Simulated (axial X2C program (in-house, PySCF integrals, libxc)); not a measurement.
# Outer orbitals of AlP⁻ at 2.143 Å, PBE0

Calculated with an in-house relativistic program for diatomic molecules. Spin-free means the one-electron spin-free X2C Hamiltonian; two-component (2c) means X2C with spin–orbit coupling and atomic mean-field two-electron Coulomb and Gaunt terms, so the difference of the two also holds small scalar two-electron terms. Basis: P dyall-av3z [9s8p3d2f], Al dyall-av3z [9s9p3d2f] (cores contracted in-house); Gaussian nuclei, density fitting, unrestricted open shells. Masses: P 30.974 u, Al 26.982 u.

The distance is close to the 2c PBE0 minimum; the highest filled and lowest empty levels are listed.

Spin-free orbitals, state M_S = 1/2, Λ = 0 (beyond evenly filled blocks: σα) (Löwdin shares):

```json
{"symmetry": "σα", "occupied": "yes", "ε (eV)": "-10.12", "atomic character": "62% P s, 13% Al s, 12% Al p"}
{"symmetry": "σβ", "occupied": "yes", "ε (eV)": "-9.39", "atomic character": "63% P s, 13% Al s, 12% Al p"}
{"symmetry": "σα", "occupied": "yes", "ε (eV)": "-4.01", "atomic character": "42% P p, 39% Al s, 7% P s"}
{"symmetry": "σβ", "occupied": "yes", "ε (eV)": "-3.03", "atomic character": "42% Al s, 37% P p, 8% P s"}
{"symmetry": "σα", "occupied": "yes", "ε (eV)": "-1.18", "atomic character": "39% Al p, 35% P p, 17% Al s"}
{"symmetry": "π+α", "occupied": "yes", "ε (eV)": "-0.62", "atomic character": "64% P p, 25% Al p, 5% Al d"}
{"symmetry": "π-α", "occupied": "yes", "ε (eV)": "-0.62", "atomic character": "64% P p, 25% Al p, 5% Al d"}
{"symmetry": "π-β", "occupied": "yes", "ε (eV)": "-0.48", "atomic character": "64% P p, 26% Al p, 6% Al d"}
{"symmetry": "π+β", "occupied": "yes", "ε (eV)": "-0.48", "atomic character": "64% P p, 26% Al p, 6% Al d"}
{"symmetry": "σβ", "occupied": "no", "ε (eV)": "1.46", "atomic character": "33% Al p, 33% P p, 24% Al s"}
{"symmetry": "σα", "occupied": "no", "ε (eV)": "2.43", "atomic character": "82% Al p, 16% Al s"}
{"symmetry": "π-α", "occupied": "no", "ε (eV)": "2.51", "atomic character": "90% Al p, 6% Al d, 3% P p"}
{"symmetry": "π+α", "occupied": "no", "ε (eV)": "2.51", "atomic character": "90% Al p, 6% Al d, 3% P p"}
```

Spinors with spin–orbit coupling (state Ω = 1/2):

```json
{"ω": "1/2", "occupied": "yes", "ε (eV)": "-10.12", "atomic character": "62% P s, 13% Al s, 12% Al p", "λ mixture": "100% σ"}
{"ω": "-1/2", "occupied": "yes", "ε (eV)": "-9.39", "atomic character": "63% P s, 13% Al s, 12% Al p", "λ mixture": "100% σ"}
{"ω": "1/2", "occupied": "yes", "ε (eV)": "-4.01", "atomic character": "42% P p, 39% Al s, 7% P s", "λ mixture": "100% σ"}
{"ω": "-1/2", "occupied": "yes", "ε (eV)": "-3.03", "atomic character": "42% Al s, 37% P p, 8% P s", "λ mixture": "100% σ"}
{"ω": "1/2", "occupied": "yes", "ε (eV)": "-1.18", "atomic character": "39% Al p, 35% P p, 17% Al s", "λ mixture": "100% σ"}
{"ω": "-1/2", "occupied": "yes", "ε (eV)": "-0.63", "atomic character": "64% P p, 25% Al p, 5% Al d", "λ mixture": "100% π"}
{"ω": "3/2", "occupied": "yes", "ε (eV)": "-0.61", "atomic character": "64% P p, 25% Al p, 5% Al d", "λ mixture": "100% π"}
{"ω": "1/2", "occupied": "yes", "ε (eV)": "-0.50", "atomic character": "64% P p, 26% Al p, 6% Al d", "λ mixture": "100% π"}
{"ω": "-3/2", "occupied": "yes", "ε (eV)": "-0.47", "atomic character": "63% P p, 26% Al p, 6% Al d", "λ mixture": "100% π"}
{"ω": "-1/2", "occupied": "no", "ε (eV)": "1.46", "atomic character": "34% Al p, 33% P p, 24% Al s", "λ mixture": "100% σ"}
{"ω": "1/2", "occupied": "no", "ε (eV)": "2.43", "atomic character": "83% Al p, 15% Al s", "λ mixture": "100% σ"}
{"ω": "-1/2", "occupied": "no", "ε (eV)": "2.51", "atomic character": "90% Al p, 6% Al d, 3% P p", "λ mixture": "100% π"}
{"ω": "3/2", "occupied": "no", "ε (eV)": "2.51", "atomic character": "90% Al p, 6% Al d, 3% P p", "λ mixture": "100% π"}
```

Mulliken charges and populations of the two-component result (they depend on the basis, above all on diffuse functions):

P -0.48 e (s 5.72 p 9.73 d 0.02), Al -0.52 e (s 5.74 p 7.63 d 0.13 f 0.02). ⟨Lz⟩ = 0.00 ħ and ⟨Sz⟩ = 0.50 ħ (0.27 and 0.23 on the two atoms), which add up to Ω.

Occupations by symmetry block were frozen at the best pattern of an incomplete PBE0 search. Density functionals use the spin component along the axis (collinear). Other states lie close and PBE0, whose exact exchange favours high spin, may order them wrongly; the determinant shown need not be the ground state. The nearest other spin-free determinant of the search, M_S = 1/2, Λ = 1, lies 0.16 eV up at the distance of the search.
